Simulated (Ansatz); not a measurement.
# SiO2 (silicon dioxide molecule) at 6 levels

Wanted: a comparison of 6 runs (CAM-B3LYP/STO-3G, HSE06/STO-3G, PBE0/STO-3G, r2SCAN0/STO-3G, BCCD(T)/STO-3G, CCSD(T)/STO-3G) of SiO2 (silicon dioxide molecule). 

The results are computed with Ansatz 0.2.0.

37 further runs of the same task are left out: 8 that didn't finish, 29 set aside as unsound or not needed.

## 1. The structure to begin with

SiO2 has 3 atoms, charge 0, and is taken as a singlet. As SMILES, `O=[Si]=O`. The Si2–O1 distance was set to 2.237 Å, away from the relaxed value.

Bond lengths: Si2–O3 1.491 Å. A long bond or contact: O1–Si2 2.237 Å.

## 2. A single-point energy at CAM-B3LYP/STO-3G (run 1)

Contents of job.yaml:

```yaml
crystal:
  periodic: [false, false, false]
  atoms:
    - symbol: O
      position_ang: [1.037222, 1.825736, 0.770699]
    - symbol: Si
      position_ang: [-0.000730, 0.000440, -0.000160]
    - symbol: O
      position_ang: [-0.690510, -1.217740, -0.513580]
basis:
  gaussian:
    orbitals: STO-3G
total_charge: 0
hamiltonian:
  xc: {name: CAM-B3LYP}
accuracy: high
```

Launch:

```
$ ansatz run job.yaml --threads 1 --pin off --max-ram 2610MiB --events-out events.jsonl --progress --plain --runs-dir runs
```

The log of the run:

```text
Warning: RAYON_NUM_THREADS=1 ignored (pool sized by the plan → 1); use --threads N
Functional definition: CAM-B3LYP
  name "CAM-B3LYP"
  parameter alpha = 0.19
  parameter beta = 0.46
  parameter omega = 0.33/bohr
  parameter ac = 0.81
  exchange = (1 - alpha - beta)*b88_x + beta*b88_x_sr(omega) + alpha*exact_x + beta*exact_x_lr(omega)
  correlation = (1 - ac)*vwn5_c + ac*lyp_c
315 factors; integrals over basis functions are off by at most 2.4e-8 eV
137 factors; integrals over basis functions are off by at most 6.2e-10 eV
mean field evaluation 1: about -11802.2814 eV, gradient 5.1e1 eV
mean field evaluation 2: about -11645.3838 eV, gradient 1.2e2 eV
mean field evaluation 4: about -11799.9530 eV, gradient 6.4e1 eV
mean field evaluation 8: about -11814.5833 eV, gradient 8.4e-3 eV
mean field evaluation 16: about -11814.5737 eV, gradient 3.8e-8 eV
mean field -11814.57366548 eV, -434.1775740009 hartree, gradient 3.8e-8 eV, S^2 0.000000; 0 other end points of the search recorded, 0 dependent functions left out
reference -11814.57367560 eV, -434.1775743727 hartree; 15, 15 occupied and 4, 4 virtual orbitals, 315 factors
Total energy: -11814.57367560 eV, -434.1775743727 hartree
```

Run time: 1.1 s. Hardware: 1 thread of AMD EPYC 7R43 (Zen 3), shared host; peak memory 0.11 GiB.

## 3. A single-point energy at HSE06/STO-3G (run 2)

Contents of run.yaml:

```yaml
crystal:
  periodic: [false, false, false]
  atoms:
    - {symbol: O, position_ang: [1.037222, 1.825736, 0.770699]}
    - {symbol: Si, position_ang: [-0.000730, 0.000440, -0.000160]}
    - {symbol: O, position_ang: [-0.690510, -1.217740, -0.513580]}
basis:
  gaussian: {orbitals: STO-3G}
hamiltonian: {xc: hse06}
accuracy: high
```

Launch:

```
$ ansatz run run.yaml --threads 1 --pin off --max-ram 2610MiB --events-out events.jsonl --progress --plain --runs-dir runs
```

The log of the run:

```text
Warning: RAYON_NUM_THREADS=1 ignored (pool sized by the plan → 1); use --threads N
Functional definition: HSE06
  name "HSE06"
  parameter a = 0.25
  parameter omega = 0.11/bohr
  exchange = pbe_x - a*pbe_x_sr(omega) + a*exact_x_sr(omega)
  correlation = pbe_c
315 factors; integrals over basis functions are off by at most 2.4e-8 eV
51 factors; integrals over basis functions are off by at most 4.8e-10 eV
mean field evaluation 1: about -11797.8977 eV, gradient 5.1e1 eV
mean field evaluation 2: about -11626.3798 eV, gradient 9.3e1 eV
mean field evaluation 4: about -11770.4903 eV, gradient 9.2e1 eV
mean field evaluation 8: about -11809.7945 eV, gradient 1.3e-2 eV
mean field evaluation 16: about -11809.7883 eV, gradient 3.6e-8 eV
mean field -11809.78832704 eV, -434.0017160567 hartree, gradient 3.6e-8 eV, S^2 0.000000; 0 other end points of the search recorded, 0 dependent functions left out
reference -11809.78832831 eV, -434.0017161032 hartree; 15, 15 occupied and 4, 4 virtual orbitals, 315 factors
Total energy: -11809.78832831 eV, -434.0017161032 hartree
```

Run time: 1.2 s. Hardware: 1 thread of AMD EPYC 7R43 (Zen 3), shared host; peak memory 0.1 GiB.

Runs 3 to 5 aren't shown in full; the table further down has their settings and results.

## 4. The energy at CCSD(T)/STO-3G (run 6)

Contents of job.yaml:

```yaml
crystal:
  periodic: [false, false, false]
  atoms:
    - {symbol: O, position_ang: [1.037222, 1.825736, 0.770699]}
    - {symbol: Si, position_ang: [-0.000730, 0.000440, -0.000160]}
    - {symbol: O, position_ang: [-0.690510, -1.217740, -0.513580]}
basis:
  gaussian: {orbitals: STO-3G}
scf: {omitted_lower_state_checks: [cluster_reference, increment]}
accuracy: high
correlation: {method: ccsd_t, frozen_orbitals: {O: 1, Si: 5}}
```

Launch:

```
$ ansatz run job.yaml --threads 1 --pin off --max-ram 2610MiB --events-out events.jsonl --progress --plain --runs-dir runs
```

The log of the run:

```text
Warning: RAYON_NUM_THREADS=1 ignored (pool sized by the plan → 1); use --threads N
[... 15 lines left out ...]
7 core orbitals not correlated: weight in the atoms' cores, before any rotation towards them, 1.000 or more for the frozen orbitals, at most 0.000 for the correlated occupied ones
[... 52 lines left out ...]
Total energy: -11789.81855997 eV, -433.2678406527 hartree
Checks for a lower state left out: cluster_reference, increment
```

Wall time 0.54 s (1 thread of AMD EPYC 7R43 (Zen 3), shared host).

## 5. Overview of the runs

| run | level | frozen core orbitals | energy (Eh) | wall time |
| --- | --- | --- | --- | --- |
| 1 | CAM-B3LYP/STO-3G | – | -434.177574 | 1.1 s |
| 2 | HSE06/STO-3G | – | -434.001716 | 1.2 s |
| 3 | PBE0/STO-3G | – | -434.012410 | 0.97 s |
| 4 | r2SCAN0/STO-3G | – | -434.180750 | 2.3 s |
| 5 | BCCD(T)/STO-3G | 7 | -433.267730 | 0.58 s |
| 6 | CCSD(T)/STO-3G | 7 | -433.267841 | 0.54 s |

## 6. Outcome

| quantity | value |
| --- | --- |
| run 6: total energy | -433.26784 Eh |
| run 6: correlation energy (7 core orbitals frozen) | -183.1 mEh |
| run 6: (T) correction | -18.41 mEh |
| run 6: T1 diagnostic | 0.037 |

Totals of different functionals can't be ranked against each other. In run 6 the T1 diagnostic is large, so a single reference may not serve. In runs 5, 6 the log says that unrestricted orbitals would lower the reference, so the values rest on an unstable closed-shell determinant (other closed-shell runs at this shape may share the fault). In runs 1, 2, 3, 4, 5, 6 the basis is minimal, so the values are rough. All runs together took 6.8 s, the longest 2.3 s.
